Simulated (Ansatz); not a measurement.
# Heat of formation of C2H2O2 (glyoxal) from total energies

C2H2O2: 6 atoms, total charge 0, spin state singlet. As SMILES, `O=CC=O`. The coordinates come from a PBE0-D4/def2-TZVP relaxation. This is one conformer, not always the lowest.

Total energies at r2SCAN0/aug-cc-pVDZ (Ansatz 0.2.0); the atoms run unrestricted:

```
species    state  energy (Eh)
 C2H2O2  singlet  -227.697623
      O  triplet   -75.037288
      C  triplet   -37.829186
      H  doublet    -0.499418
```

Harmonic wavenumbers at PBE0-D4/def2-TZVP, in cm⁻¹: 127, 334, 561, 814, 1084, 1085, 1334, 1380, 1837, 1840, 2956, 2959.

Measured heats of formation of the gaseous atoms at 298.15 K, in kJ/mol: O 249.2, C 716.9, H 218.0. Spin-orbit lowering of the atoms at 298 K (mean of the ground term's levels less their thermal mean, from spectra), in kJ/mol: O 0.40, C 0.02. Take 1 Eh = 2625.50 kJ/mol, 1 cm⁻¹ = 0.0119627 kJ/mol, RT = 2.479 kJ/mol.

What heat of formation follows?


1. Electronic atomisation energy: 2 × (-75.037288) + 2 × (-37.829186) + 2 × (-0.499418) − (-227.697623) = 0.965839 Eh = 2535.8 kJ/mol.
2. Zero-point energy: half the sum of the wavenumbers, 8155.5 cm⁻¹ = 97.6 kJ/mol.
3. Thermal vibrational enthalpy, Σ hcν̃/(exp(hcν̃/kT) − 1): 3.7 kJ/mol. Translation, rotation and pV of a non-linear molecule: 4 RT = 9.9 kJ/mol.
4. The 6 free atoms carry 5/2 RT each: 37.2 kJ/mol.
5. Spin-orbit coupling lowers the free atoms by 2 × 0.40 + 2 × 0.02 = 0.8 kJ/mol.
6. Atomisation enthalpy at 298 K: 2535.8 − 0.8 − 97.6 − 3.7 − 9.9 + 37.2 = 2461.0 kJ/mol.
7. Sum of the atoms' heats of formation: 2368.2 kJ/mol. Heat of formation: 2368.2 − 2461.0 = -92.8 kJ/mol.

The tabulated value is -212.4 kJ/mol (Active Thermochemical Tables), so this level is off by +119.6 kJ/mol, or 4.6 % of the atomisation enthalpy that the table implies (2580.6 kJ/mol). Anharmonicity and any spin-orbit splitting of the molecule are left out.
